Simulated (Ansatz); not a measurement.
AlSiH₆Cl, singlet: at a first-order saddle point.

Input (in.yaml):

```yaml
crystal:
  periodic: [false, false, false]
  atoms:
    - {symbol: Al, position_ang: [-1.462414, 0.091093, -0.370759]}
    - {symbol: Si, position_ang: [0.961213, -0.590629, -0.414286]}
    - {symbol: H, position_ang: [-1.836554, 1.045962, -1.578310]}
    - {symbol: H, position_ang: [-2.399471, -1.071714, 0.158141]}
    - {symbol: H, position_ang: [0.601595, 0.698485, 1.071193]}
    - {symbol: Cl, position_ang: [-0.854435, 1.406845, 1.433817]}
    - {symbol: H, position_ang: [2.008345, -0.024499, -1.313594]}
    - {symbol: H, position_ang: [1.453766, 0.302718, 0.882207]}
    - {symbol: H, position_ang: [1.527855, -1.858062, 0.131792]}
basis:
  gaussian: {orbitals: def2-TZVPP}
hamiltonian: {xc: pbe}
correlation: {method: rpa}
```

Command:

```bash
ansatz run in.yaml --threads 2 --pin off --events-out ev --progress --plain --max-ram 4352MiB
```

Output of Ansatz 0.2.0:

```
Functional definition: PBE
  name "PBE"
  cite "Perdew, Burke & Ernzerhof, Phys. Rev. Lett. 77, 3865 (1996) doi:10.1103/PhysRevLett.77.3865"
  parent pbe
  parameter kappa = 0.804
  parameter beta = 0.06672455060314922
  exchange = pbe_x(kappa = kappa, mu = beta*pi^2/3)
  correlation = pbe_c(beta = beta)
1193 factors; integrals over basis functions are off by at most 1.3e-3 eV
mean field evaluation 1: about -27080.3113 eV, gradient 2.0e1 eV
mean field evaluation 2: about -27080.2984 eV, gradient 2.0e1 eV
mean field evaluation 4: about -27081.8343 eV, gradient 5.9e0 eV
mean field evaluation 8: about -27081.9194 eV, gradient 1.2e-1 eV
mean field evaluation 16: about -27081.9194 eV, gradient 2.2e-5 eV
mean field -27081.91944807 eV, -995.2421829324 hartree, gradient 3.6e-6 eV, S^2 0.000000; 0 other end points of the search recorded, 0 dependent functions left out
15 core orbitals not correlated: weight in the atoms' cores, before any rotation towards them, 1.000 or more for the frozen orbitals, at most 0.000 for the correlated occupied ones
reference -27042.03548628 eV, -993.7764743708 hartree; 10, 10 occupied and 185, 185 virtual orbitals, 1193 factors
Total energy: -27064.82315576 eV, -994.6139057780 hartree
```

The run took about 4.2 s on 2 CPU threads of an Arm Neoverse V2 (shared host).
